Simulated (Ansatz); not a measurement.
# CH3B (triplet): wave-function methods side by side, def2-TZVPP

The task here is to estimate one member of a computed series from the others.

Program: Ansatz 0.2.0, Gaussian basis. Level of theory: def2-TZVPP, core rule «outside noble gas», up to 2 orbitals frozen. These are calculated values, not measurements.

To be run: UHF; ROHF; CCSD(T) on UHF.

2 further runs of the same task are left out: 2 set aside as unsound or not needed.

## The geometry

The geometry is a PBE0/def2-TZVP stationary point (not a proven minimum) of the parent state, kept for this charge and spin.

5 atoms, charge 0, spin multiplicity 3.

Atoms are counted from 1 here; the program's logs count them from 0.

Bond lengths: B1–C2 1.531 Å, C2–H3 1.098 Å, C2–H4 1.098 Å, C2–H5 1.098 Å. Angles: B1–C2–H3 110.0°, B1–C2–H4 110.0°, B1–C2–H5 110.0°, H3–C2–H4 108.9°, H3–C2–H5 108.9°, H4–C2–H5 108.9°.

The first run:

File in.yaml:

```yaml
crystal:
  periodic: [false, false, false]
  atoms:
    - {symbol: B, position_ang: [-0.934456, 0.008596, 0.007435]}
    - {symbol: C, position_ang: [0.596344, -0.005486, -0.004745]}
    - {symbol: H, position_ang: [0.962798, -1.040220, -0.002512]}
    - {symbol: H, position_ang: [0.984114, 0.511152, 0.882773]}
    - {symbol: H, position_ang: [0.969819, 0.502236, -0.903468]}
basis:
  gaussian: {orbitals: def2-TZVPP}
magnetization: {spin_polarized: true, initial_magnetization: 2}
hamiltonian: {xc: hf}
output: {orbitals: {seedname: orbitals}}
```

Run with:

```console
$ ansatz run in.yaml --threads 1 --pin off --events-out ev --progress --plain --max-ram 4096MiB --backend cpu
```

Among the steps run: UHF; ROHF; CCSD(T) on UHF.

One of the session's tables, all rows but one given; the rest of the session is left out.

It belongs to the step «Misses and costs». 

| method | from UCCSD(T) (kcal/mol) |
| --- | --- |
| ROHF | ? |
| UHF | +161.57 |
| UMP2 | +20.98 |
| UCCSD | +5.61 |
| UCCSD(T) | 0 |

Q: Estimate the row for ROHF from the others.

The run gave: from UCCSD(T) (kcal/mol): +162.50. In the column «from UCCSD(T) (kcal/mol)» it is the highest.
